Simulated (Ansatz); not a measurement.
**Relaxing molybdenum (bcc)**

Level of theory: DFT, LDA (PW92), plane waves (420 eV) with PAW, scalar-relativistic (Ansatz 0.2.0). (PAW data from PBE, frozen cores regenerated.)

k-point mesh 14×14×14, Fermi-Dirac smearing 0.1 eV, no spin polarisation. Cell and atoms relax.

Starting structure:

```yaml
crystal:
  lattice:
    - [-1.57365, 1.57365, 1.57365]
    - [1.57365, -1.57365, 1.57365]
    - [1.57365, 1.57365, -1.57365]
  atoms:
    - { symbol: Mo, position: [0.00000, 0.00000, 0.00000] }
```

Q: The pressure at the start is -8.9 GPa. By how much does the volume change?

A: From 15.59 to 15.09 Å³ per atom, -3.2 %. The final cell has a = 3.113 Å.

Q: How much energy does the relaxation gain?

A: 14.2 meV per atom.
